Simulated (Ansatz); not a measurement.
# H2S with SiNH5: superposition error and deformation, part 2 of 3

Ansatz 0.2.0, Gaussian basis. Earlier steps stand in the parts before.

### 13 CCSD(T)/def2-TZVPPD

The inputs:

a/in.yaml

```yaml
crystal:
  periodic: [false, false, false]
  atoms:
    - {symbol: S, position_ang: [0.218978, 0.182487, -2.926469]}
    - {symbol: H, position_ang: [-0.270482, 0.284658, -1.668586]}
    - {symbol: H, position_ang: [1.447731, 0.558544, -2.541542]}
basis:
  gaussian: {orbitals: "def2-TZVPPD.json"}
correlation: {method: ccsd_t}
```

b/in.yaml

```yaml
crystal:
  periodic: [false, false, false]
  atoms:
    - {symbol: Si, position_ang: [0.294685, -0.526029, 1.254592]}
    - {symbol: N, position_ang: [-0.906898, 0.422376, 0.443095]}
    - {symbol: H, position_ang: [0.133432, -1.927599, 0.796746]}
    - {symbol: H, position_ang: [1.624213, 0.006034, 0.861679]}
    - {symbol: H, position_ang: [0.217291, -0.507696, 2.744070]}
    - {symbol: H, position_ang: [-0.900676, 1.422088, 0.583155]}
    - {symbol: H, position_ang: [-1.858273, 0.085036, 0.453158]}
basis:
  gaussian: {orbitals: "def2-TZVPPD.json"}
correlation: {method: ccsd_t}
```

Each run has its own folder and the same command.

Started as:

```sh
ansatz run in.yaml --threads 4 --pin off --events-out ev --progress --plain --max-ram 9574MiB
```

Log of a, cut to the lines that bear on the results:

```text
Functional definition: HF
  name "HF"
  cite "Fock, Z. Phys. 61, 126 (1930) doi:10.1007/BF01340294"
  parent pbe
[...]
471 factors; integrals over basis functions are off by at most 1.0e-3 eV
[...]
mean field -10849.40430103 eV, -398.7082540726 hartree, gradient 4.4e-6 eV, S^2 0.000000; 0 other end points of the search recorded, 0 dependent functions left out
5 core orbitals not correlated: weight in the atoms' cores, before any rotation towards them, 1.000 or more for the frozen orbitals, at most 0.000 for the correlated occupied ones
reference -10849.40430103 eV, -398.7082540726 hartree; 4, 4 occupied and 76, 76 virtual orbitals, 471 factors
second order -5.23656346 eV of doubles, -0.00000000 eV of singles
cycle   1  -5.71484337 eV  change   -4.8e-1 eV  update   5.0e-2
[...]
cycle   8  -5.89520702 eV  change    3.8e-6 eV  update   7.6e-6
perturbative correction -0.22722722 eV, -0.0083504464 hartree
Total energy: -10855.52673527 eV, -398.9332493810 hartree
```

Log of b, cut to the lines that bear on the results:

```text
[... 4 set-up lines as earlier in the session ...]
[...]
949 factors; integrals over basis functions are off by at most 1.7e-3 eV
[...]
mean field -9424.68552170 eV, -346.3508046413 hartree, gradient 1.3e-6 eV, S^2 0.000000; 0 other end points of the search recorded, 0 dependent functions left out
6 core orbitals not correlated: weight in the atoms' cores, before any rotation towards them, 1.000 or more for the frozen orbitals, at most 0.000 for the correlated occupied ones
reference -9424.68552170 eV, -346.3508046413 hartree; 7, 7 occupied and 157, 157 virtual orbitals, 949 factors
second order -9.64291393 eV of doubles, -0.00000000 eV of singles
cycle   1  -10.15759972 eV  change   -5.1e-1 eV  update   6.5e-2
[...]
cycle   9  -10.47819134 eV  change   -4.1e-6 eV  update   1.3e-5
perturbative correction -0.34406090 eV, -0.0126440047 hartree
Total energy: -9435.50777394 eV, -346.7485150753 hartree
```

Times: 0.45 s (a), 6 s (b) on 4 threads of AMD EPYC 7B13, shared host; peak memory 1.4 GiB.

### 14 Relaxing H2S alone

File relax-a/in.yaml:

```yaml
crystal:
  periodic: [false, false, false]
  atoms:
    - {symbol: S, position_ang: [0.218978, 0.182487, -2.926469]}
    - {symbol: H, position_ang: [-0.270482, 0.284658, -1.668586]}
    - {symbol: H, position_ang: [1.447731, 0.558544, -2.541542]}
basis:
  gaussian: {orbitals: def2-TZVP}
hamiltonian: {xc: pbe0, dispersion: d4}
relax: {f_tol: 0.005, max_steps: 200}
```

Started as:

```sh
ansatz run in.yaml --threads 4 --pin off --events-out ev --progress --plain --max-ram 9574MiB
```

Log, cut to the lines that bear on the results:

```text
[... 5 set-up lines as earlier in the session ...]
[...]
359 factors; their error is unknown
[...]
mean field -10864.44844638 eV, -399.2611162170 hartree, gradient 2.8e-5 eV, S^2 0.000000; 0 other end points of the search recorded, 0 dependent functions left out
[...]
reference -10864.45048113 eV, -399.2611909924 hartree; 9, 9 occupied and 40, 40 virtual orbitals, 359 factors
Total energy: -10864.46266066 eV, -399.2616385821 hartree
Atom 0 at     0.215929     0.182357    -2.922925 Å, force    -0.000031     0.000001     0.000052 eV/Å
Atom 1 at    -0.264604     0.285016    -1.674814 Å, force    -0.000187    -0.000038     0.000051 eV/Å
Atom 2 at     1.444902     0.558316    -2.538858 Å, force     0.000219     0.000036    -0.000103 eV/Å
Dipole moment:     0.097478     0.062336     0.212577 e Å
```

It took 0.75 s on 4 threads of AMD EPYC 7B13, shared host.

Relaxation path:

```csv
step,energy from step 1 (eV),largest force component (eV/Å)
1,0.0000,0.2928
2,-0.0017,0.1174
3,-0.0020,0.0056
4,-0.0020,0.0002
```

Close pairs (by a distance rule), those that changed most:

```csv
bond,before (Å),after (Å),change (Å)
S1–H2,1.354,1.341,-0.012
S1–H3,1.341,1.341,-0.000
```

### 15 Relaxing SiNH5 alone

File relax-b/in.yaml:

```yaml
crystal:
  periodic: [false, false, false]
  atoms:
    - {symbol: Si, position_ang: [0.294685, -0.526029, 1.254592]}
    - {symbol: N, position_ang: [-0.906898, 0.422376, 0.443095]}
    - {symbol: H, position_ang: [0.133432, -1.927599, 0.796746]}
    - {symbol: H, position_ang: [1.624213, 0.006034, 0.861679]}
    - {symbol: H, position_ang: [0.217291, -0.507696, 2.744070]}
    - {symbol: H, position_ang: [-0.900676, 1.422088, 0.583155]}
    - {symbol: H, position_ang: [-1.858273, 0.085036, 0.453158]}
basis:
  gaussian: {orbitals: def2-TZVP}
hamiltonian: {xc: pbe0, dispersion: d4}
relax: {f_tol: 0.005, max_steps: 200}
```

Started as:

```sh
ansatz run in.yaml --threads 4 --pin off --events-out ev --progress --plain --max-ram 9574MiB
```

Log, cut to the lines that bear on the results:

```text
[... 5 set-up lines as earlier in the session ...]
[...]
643 factors; their error is unknown
[...]
mean field -9445.25114657 eV, -347.1065774153 hartree, gradient 4.8e-5 eV, S^2 0.000000; 0 other end points of the search recorded, 0 dependent functions left out
[...]
Atom 3 at     1.615444     0.021030     0.873078 Å, force    -0.000087    -0.000190    -0.000224 eV/Å
Atom 4 at     0.231442    -0.540221     2.751152 Å, force    -0.000456    -0.000190     0.000436 eV/Å
Atom 5 at    -0.882498     1.424235     0.527707 Å, force     0.000893     0.000260    -0.000008 eV/Å
Atom 6 at    -1.873075     0.097710     0.461812 Å, force    -0.000401     0.000271     0.000734 eV/Å
Dipole moment:    -0.227740     0.168476     0.036610 e Å
```

It took 3.8 s on 4 threads of AMD EPYC 7B13, shared host.

Relaxation path:

```csv
step,energy from step 1 (eV),largest force component (eV/Å)
1,0.0000,0.2230
2,-0.0021,0.1211
3,-0.0032,0.0413
4,-0.0040,0.0721
5,-0.0040,0.0263
6,-0.0041,0.0261
7,-0.0041,0.0011
```

Distances of close pairs at the start and the end, largest changes first:

```csv
bond,before (Å),after (Å),change (Å)
Si1–N2,1.733,1.720,-0.013
Si1–H3,1.483,1.486,+0.002
Si1–H5,1.492,1.494,+0.002
N2–H6,1.009,1.007,-0.002
N2–H7,1.009,1.007,-0.002
Si1–H4,1.485,1.486,+0.001
```

### 16 PBE-D4/def2-TZVPPD

File free-a/in.yaml:

```yaml
crystal:
  periodic: [false, false, false]
  atoms:
    - {symbol: S, position_ang: [0.215929, 0.182357, -2.922925]}
    - {symbol: H, position_ang: [-0.264604, 0.285016, -1.674814]}
    - {symbol: H, position_ang: [1.444902, 0.558316, -2.538858]}
basis:
  gaussian: {orbitals: "def2-TZVPPD.json"}
hamiltonian: {xc: pbe, dispersion: d4}
```

File free-b/in.yaml:

```yaml
crystal:
  periodic: [false, false, false]
  atoms:
    - {symbol: Si, position_ang: [0.287132, -0.521959, 1.258218]}
    - {symbol: N, position_ang: [-0.918511, 0.419174, 0.471330]}
    - {symbol: H, position_ang: [0.143840, -1.925760, 0.793199]}
    - {symbol: H, position_ang: [1.615444, 0.021030, 0.873078]}
    - {symbol: H, position_ang: [0.231442, -0.540221, 2.751152]}
    - {symbol: H, position_ang: [-0.882498, 1.424235, 0.527707]}
    - {symbol: H, position_ang: [-1.873075, 0.097710, 0.461812]}
basis:
  gaussian: {orbitals: "def2-TZVPPD.json"}
hamiltonian: {xc: pbe, dispersion: d4}
```

Each run has its own folder and the same command.

Started as:

```sh
ansatz run in.yaml --threads 4 --pin off --events-out ev --progress --plain --max-ram 9574MiB
```

free-a printed, cut to the lines that bear on the results:

```text
[... 4 set-up lines as earlier in the session ...]
[...]
436 factors; their error is unknown
[...]
mean field -10863.58115240 eV, -399.2292437510 hartree, gradient 3.0e-5 eV, S^2 0.000000; 0 other end points of the search recorded, 0 dependent functions left out
reference -10863.58120215 eV, -399.2292455791 hartree; 9, 9 occupied and 76, 76 virtual orbitals, 436 factors
Total energy: -10863.59623896 eV, -399.2297981716 hartree
```

Log of free-b, cut to the lines that bear on the results:

```text
[... 4 set-up lines as earlier in the session ...]
[...]
779 factors; their error is unknown
[...]
mean field -9444.32239546 eV, -347.0724464415 hartree, gradient 1.2e-5 eV, S^2 0.000000; 0 other end points of the search recorded, 0 dependent functions left out
reference -9444.32243698 eV, -347.0724479673 hartree; 13, 13 occupied and 157, 157 virtual orbitals, 779 factors
Total energy: -9444.40661047 eV, -347.0755412861 hartree
```

Wall times: 0.25 s (free-a), 0.65 s (free-b) on 4 threads of AMD EPYC 7B13, shared host.

### 17 r2SCAN-D4/def2-TZVPPD

Each input of step 16 (free-a, free-b) changes in the same lines:

```diff
-hamiltonian: {xc: pbe, dispersion: d4}
+hamiltonian: {xc: r2scan, dispersion: d4}
```

The same command starts each run, in its folder.

Started as:

```sh
ansatz run in.yaml --threads 4 --pin off --events-out ev --progress --plain --max-ram 9574MiB
```

Log of free-a, cut to the lines that bear on the results:

```text
[... 5 set-up lines as earlier in the session ...]
[...]
436 factors; their error is unknown
[...]
mean field -10867.55018581 eV, -399.3751030383 hartree, gradient 3.7e-5 eV, S^2 0.000000; 0 other end points of the search recorded, 0 dependent functions left out
reference -10867.55020258 eV, -399.3751036546 hartree; 9, 9 occupied and 76, 76 virtual orbitals, 436 factors
Total energy: -10867.55355085 eV, -399.3752267015 hartree
```

Output in free-b, cut to the lines that bear on the results:

```text
[... 5 set-up lines as earlier in the session ...]
[...]
779 factors; their error is unknown
[...]
mean field -9448.88958133 eV, -347.2402874266 hartree, gradient 5.5e-5 eV, S^2 0.000000; 0 other end points of the search recorded, 0 dependent functions left out
reference -9448.88959384 eV, -347.2402878862 hartree; 13, 13 occupied and 157, 157 virtual orbitals, 779 factors
Total energy: -9448.90895894 eV, -347.2409995405 hartree
```

Wall times: 0.45 s (free-a), 1.1 s (free-b) on 4 threads of AMD EPYC 7B13, shared host.

### 18 PBE0-D4/def2-TZVPPD

Each input of step 17 (free-a, free-b) changes in the same lines:

```diff
-hamiltonian: {xc: r2scan, dispersion: d4}
+hamiltonian: {xc: pbe0, dispersion: d4}
+output: {orbitals: {seedname: orbitals}}
```

The same command starts each run, in its folder.

Started as:

```sh
ansatz run in.yaml --threads 4 --pin off --events-out ev --progress --plain --max-ram 9574MiB
```

free-a printed, cut to the lines that bear on the results:

```text
[... 5 set-up lines as earlier in the session ...]
[...]
474 factors; their error is unknown
[...]
mean field -10864.51342609 eV, -399.2635041770 hartree, gradient 6.8e-6 eV, S^2 0.000000; 0 other end points of the search recorded, 0 dependent functions left out
reference -10864.51346119 eV, -399.2635054669 hartree; 9, 9 occupied and 76, 76 virtual orbitals, 474 factors
Total energy: -10864.52564072 eV, -399.2639530566 hartree
```

Log of free-b, cut to the lines that bear on the results:

```text
[... 5 set-up lines as earlier in the session ...]
[...]
796 factors; their error is unknown
[...]
mean field -9445.34346209 eV, -347.1099699479 hartree, gradient 1.9e-5 eV, S^2 0.000000; 0 other end points of the search recorded, 0 dependent functions left out
reference -9445.34349201 eV, -347.1099710475 hartree; 13, 13 occupied and 157, 157 virtual orbitals, 796 factors
Total energy: -9445.41286328 eV, -347.1125203947 hartree
```

They took 0.25 s (free-a), 0.85 s (free-b) on 4 threads of AMD EPYC 7B13, shared host.

### 19 B3LYP-D4/def2-TZVPPD

Each input of step 18 (free-a, free-b) changes in the same lines:

```diff
-hamiltonian: {xc: pbe0, dispersion: d4}
-output: {orbitals: {seedname: orbitals}}
+hamiltonian: {xc: {name: B3LYP}, dispersion: d4}
```

One command serves all of them, each in its own folder.

Started as:

```sh
ansatz run in.yaml --threads 4 --pin off --events-out ev --progress --plain --max-ram 9574MiB
```

Output in free-a, cut to the lines that bear on the results:

```text
[... 6 set-up lines as earlier in the session ...]
[...]
462 factors; their error is unknown
[...]
mean field -10868.98950924 eV, -399.4279971990 hartree, gradient 7.5e-6 eV, S^2 0.000000; 0 other end points of the search recorded, 0 dependent functions left out
reference -10868.98972401 eV, -399.4280050914 hartree; 9, 9 occupied and 76, 76 virtual orbitals, 462 factors
Total energy: -10869.01415925 eV, -399.4289030700 hartree
```

free-b printed, cut to the lines that bear on the results:

```text
[... 6 set-up lines as earlier in the session ...]
[...]
789 factors; their error is unknown
[...]
mean field -9451.39129815 eV, -347.3322238238 hartree, gradient 2.2e-5 eV, S^2 0.000000; 0 other end points of the search recorded, 0 dependent functions left out
reference -9451.39153555 eV, -347.3322325483 hartree; 13, 13 occupied and 157, 157 virtual orbitals, 789 factors
Total energy: -9451.52787339 eV, -347.3372428713 hartree
```

Times: 0.25 s (free-a), 0.9 s (free-b) on 4 threads of AMD EPYC 7B13, shared host.

### 20 wB97X-V/def2-TZVPPD

Each input of step 19 (free-a, free-b) changes in the same lines:

```diff
-hamiltonian: {xc: {name: B3LYP}, dispersion: d4}
+hamiltonian: {xc: {name: wB97X-V}}
```

The same command starts each run, in its folder.

Started as:

```sh
ansatz run in.yaml --threads 4 --pin off --events-out ev --progress --plain --max-ram 9574MiB
```

Output in free-a, cut to the lines that bear on the results:

```text
[... 5 set-up lines as earlier in the session ...]
[...]
      + integral(e_c_pw_opposite_spin*poly(b97_u_opposite, cos0, cos1)) + vv10(b, c)
457 factors; their error is unknown
112 factors; integrals over basis functions are off by at most 4.3e-5 eV
[...]
mean field -10866.69281200 eV, -399.3435951319 hartree, gradient 1.5e-5 eV, S^2 0.000000; 0 other end points of the search recorded, 0 dependent functions left out
reference -10866.69280978 eV, -399.3435950505 hartree; 9, 9 occupied and 76, 76 virtual orbitals, 457 factors
Total energy: -10866.69280978 eV, -399.3435950505 hartree
```

free-b printed, cut to the lines that bear on the results:

```text
[... 5 set-up lines as earlier in the session ...]
[...]
      + integral(e_c_pw_opposite_spin*poly(b97_u_opposite, cos0, cos1)) + vv10(b, c)
789 factors; their error is unknown
239 factors; integrals over basis functions are off by at most 1.4e-5 eV
[...]
mean field -9448.83400814 eV, -347.2382451494 hartree, gradient 2.5e-5 eV, S^2 0.000000; 0 other end points of the search recorded, 0 dependent functions left out
reference -9448.83400611 eV, -347.2382450749 hartree; 13, 13 occupied and 157, 157 virtual orbitals, 789 factors
Total energy: -9448.83400611 eV, -347.2382450749 hartree
```

They took 0.6 s (free-a), 2 s (free-b) on 4 threads of AMD EPYC 7B13, shared host.

### 21 wB97M-V/def2-TZVPPD

Each input of step 20 (free-a, free-b) changes in the same lines:

```diff
-hamiltonian: {xc: {name: wB97X-V}}
+hamiltonian: {xc: {name: wB97M-V}}
```

Each run has its own folder and the same command.

Started as:

```sh
ansatz run in.yaml --threads 4 --pin off --events-out ev --progress --plain --max-ram 9574MiB
```

Log of free-a, cut to the lines that bear on the results:

```text
[... 5 set-up lines as earlier in the session ...]
  # Of w^i u^j: cxij and so on, Table III.
[...]
  gx(w, u) = 1 - cx + cx01*u + cx10*w
[...]
      + integral(e_c_pw_mod_opposite_spin*gos(b97_w_opposite, b97_u_opposite)) + vv10(b, c)
436 factors; their error is unknown
112 factors; integrals over basis functions are off by at most 4.3e-5 eV
[...]
mean field -10867.54433180 eV, -399.3748879077 hartree, gradient 1.6e-5 eV, S^2 0.000000; 0 other end points of the search recorded, 0 dependent functions left out
reference -10867.54439088 eV, -399.3748900785 hartree; 9, 9 occupied and 76, 76 virtual orbitals, 436 factors
Total energy: -10867.54439088 eV, -399.3748900785 hartree
```

Log of free-b, cut to the lines that bear on the results:

```text
[... 5 set-up lines as earlier in the session ...]
  # Of w^i u^j: cxij and so on, Table III.
[...]
  gx(w, u) = 1 - cx + cx01*u + cx10*w
[...]
      + integral(e_c_pw_mod_opposite_spin*gos(b97_w_opposite, b97_u_opposite)) + vv10(b, c)
784 factors; their error is unknown
239 factors; integrals over basis functions are off by at most 1.4e-5 eV
[...]
mean field -9449.02652978 eV, -347.2453201891 hartree, gradient 7.7e-5 eV, S^2 0.000000; 0 other end points of the search recorded, 0 dependent functions left out
reference -9449.02658095 eV, -347.2453220695 hartree; 13, 13 occupied and 157, 157 virtual orbitals, 784 factors
Total energy: -9449.02658095 eV, -347.2453220695 hartree
```

Times: 0.65 s (free-a), 2 s (free-b) on 4 threads of AMD EPYC 7B13, shared host.

### 22 B2PLYP/def2-TZVPPD

The same edit goes into each in.yaml of step 21 (free-a, free-b):

```diff
-hamiltonian: {xc: {name: wB97M-V}}
+hamiltonian: {xc: {name: B2PLYP}}
```

One command serves all of them, each in its own folder.

Started as:

```sh
ansatz run in.yaml --threads 4 --pin off --events-out ev --progress --plain --max-ram 9574MiB
```

free-a printed, cut to the lines that bear on the results:

```text
[... 5 set-up lines as earlier in the session ...]
[...]
471 factors; integrals over basis functions are off by at most 7.7e-4 eV
[...]
mean field -10863.12945101 eV, -399.2126440310 hartree, gradient 2.3e-6 eV, S^2 0.000000; 0 other end points of the search recorded, 0 dependent functions left out
5 core orbitals not correlated: weight in the atoms' cores, before any rotation towards them, 1.000 or more for the frozen orbitals, at most 0.000 for the correlated occupied ones
reference -10863.12958215 eV, -399.2126488502 hartree; 4, 4 occupied and 76, 76 virtual orbitals, 471 factors
second order -6.41018188 eV of doubles, -0.00000000 eV of singles
Total energy: -10864.86033126 eV, -399.2762527068 hartree
```

Output in free-b, cut to the lines that bear on the results:

```text
[... 5 set-up lines as earlier in the session ...]
[...]
949 factors; integrals over basis functions are off by at most 1.7e-3 eV
[...]
mean field -9442.87862565 eV, -347.0193888797 hartree, gradient 4.5e-6 eV, S^2 0.000000; 0 other end points of the search recorded, 0 dependent functions left out
6 core orbitals not correlated: weight in the atoms' cores, before any rotation towards them, 1.000 or more for the frozen orbitals, at most 0.000 for the correlated occupied ones
reference -9442.87877391 eV, -347.0193943280 hartree; 7, 7 occupied and 157, 157 virtual orbitals, 949 factors
second order -11.64797255 eV of doubles, -0.00000000 eV of singles
Total energy: -9446.02372650 eV, -347.1349692039 hartree
```

Times: 0.35 s (free-a), 1.4 s (free-b) on 4 threads of AMD EPYC 7B13, shared host.

### 23 BLYP-D4/def2-TZVPPD

Each input of step 22 (free-a, free-b) changes in the same lines:

```diff
-hamiltonian: {xc: {name: B2PLYP}}
+hamiltonian: {xc: {name: BLYP}, dispersion: d4}
```

Each run has its own folder and the same command.

Started as:

```sh
ansatz run in.yaml --threads 4 --pin off --events-out ev --progress --plain --max-ram 9574MiB
```

free-a printed, cut to the lines that bear on the results:

```text
[... 4 set-up lines as earlier in the session ...]
[...]
436 factors; their error is unknown
[...]
mean field -10868.25263877 eV, -399.4009177084 hartree, gradient 2.5e-5 eV, S^2 0.000000; 0 other end points of the search recorded, 0 dependent functions left out
reference -10868.25292754 eV, -399.4009283207 hartree; 9, 9 occupied and 76, 76 virtual orbitals, 436 factors
Total energy: -10868.28861969 eV, -399.4022399830 hartree
```

Log of free-b, cut to the lines that bear on the results:

```text
[... 4 set-up lines as earlier in the session ...]
[...]
779 factors; their error is unknown
[...]
mean field -9449.77622642 eV, -347.2728710325 hartree, gradient 7.9e-5 eV, S^2 0.000000; 0 other end points of the search recorded, 0 dependent functions left out
reference -9449.77655458 eV, -347.2728830922 hartree; 13, 13 occupied and 157, 157 virtual orbitals, 779 factors
Total energy: -9449.96887764 eV, -347.2799508344 hartree
```

Wall times: 0.25 s (free-a), 0.7 s (free-b) on 4 threads of AMD EPYC 7B13, shared host.

### 24 revPBE-D4/def2-TZVPPD

Each input of step 23 (free-a, free-b) changes in the same lines:

```diff
-hamiltonian: {xc: {name: BLYP}, dispersion: d4}
+hamiltonian: {xc: {name: revPBE}, dispersion: d4}
```

The same command starts each run, in its folder.

Started as:

```sh
ansatz run in.yaml --threads 4 --pin off --events-out ev --progress --plain --max-ram 9574MiB
```

free-a printed, cut to the lines that bear on the results:

```text
[... 4 set-up lines as earlier in the session ...]
[...]
436 factors; their error is unknown
[...]
mean field -10866.46103101 eV, -399.3350773379 hartree, gradient 3.7e-5 eV, S^2 0.000000; 0 other end points of the search recorded, 0 dependent functions left out
reference -10866.46109399 eV, -399.3350796523 hartree; 9, 9 occupied and 76, 76 virtual orbitals, 436 factors
Total energy: -10866.52137489 eV, -399.3372949345 hartree
```

free-b printed, cut to the lines that bear on the results:

```text
[... 4 set-up lines as earlier in the session ...]
[...]
779 factors; their error is unknown
[...]
mean field -9448.37952890 eV, -347.2215433453 hartree, gradient 5.9e-5 eV, S^2 0.000000; 0 other end points of the search recorded, 0 dependent functions left out
reference -9448.37958175 eV, -347.2215452876 hartree; 13, 13 occupied and 157, 157 virtual orbitals, 779 factors
Total energy: -9448.66869581 eV, -347.2321700333 hartree
```

Times: 0.25 s (free-a), 0.7 s (free-b) on 4 threads of AMD EPYC 7B13, shared host.

(Part 2 of 3 ends here.)
